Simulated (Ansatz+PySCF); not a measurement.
A calculation with PySCF 2.14.0.

```python
from pyscf import gto, scf

mol = gto.M(atom="""
C 0.000000 0.000000 -0.618730
F 0.000000 0.000000 2.108120
H 0.000000 -1.036030 -0.996610
H -0.897230 0.518020 -0.996610
H 0.897230 0.518020 -0.996610
""", basis='cc-pvdz', charge=0, spin=0)
mf = scf.RHF(mol)
mf.init_guess = '1e'
mf.kernel()
while True:  # follow internal instabilities
    mo, _, stable, _ = mf.stability(return_status=True)
    if stable: break
    mf.kernel(mf.make_rdm1(mo, mf.mo_occ))
print(mf.converged, mf.e_tot, mf.spin_square()[0])
```

The script is written out from the run's settings.

Output:

```yaml
Converged: yes
Total_energy: -138.80791 hartree
Spin_squared_of_the_determinant: 0.000
```

Caution: an unrestricted determinant lies well below.
